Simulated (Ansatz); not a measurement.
`C=C=C1CC1` → `C1=C[C@H]2C[C@@H]12`  (isomerisation)

Calculated with Ansatz (gas phase, PBE0-D4/def2-TZVP geometries, no zero-point term in ΔE). CCSD(T)/CBS adds triple-zeta CCSD(T) − MP2 to the extrapolated MP2 energy (def2 sets, frozen cores). Functionals use def2-TZVPP.

Problem. Is it downhill or uphill in electronic energy at CCSD(T)/CBS, and by how much? (Best estimate.)

Solution. The calculation gave: Downhill: ΔE = -6.7 kJ/mol.

Problem. What do these levels give: LDA (SPW92), PBE0-D4, BLYP, r2SCAN, r2SCANh, r2SCAN0, LC-ωPBE, HF/def2-SVP, MP2/def2-SVP, CCSD(T)/def2-SVP, HF/def2-QZVPP, CCSD/CBS(def2)? (An estimate is asked.)

Solution. Ansatz gave: LDA (SPW92) -4.9, PBE0-D4 0.3, BLYP 45.6, r2SCAN 18.5, r2SCANh 13.6, r2SCAN0 6.5, LC-ωPBE -14.1, HF/def2-SVP 16.0, MP2/def2-SVP -16.9, CCSD(T)/def2-SVP -6.0, HF/def2-QZVPP 20.0, CCSD/CBS(def2) -4.9 kJ/mol.

Largest T1 diagnostic among the species: 0.011.

The D4 term adds −4.5 kJ/mol with B3LYP and −2.0 kJ/mol with PBE0; it sums over pairs of atoms, weighted by their polarisabilities, and B3LYP, whose exchange is more repulsive, gets the larger term. Leaving LDA and LC-ωPBE aside and taking each functional with its dispersion term where it has one, the values, not all of them listed here, spread over 52.6 kJ/mol, from PBE-QIDH to BLYP-D4. LDA lies −20.3 kJ/mol from PBE without D4.

B3LYP here is the variant with VWN-RPA as its local correlation; programs differ in this.
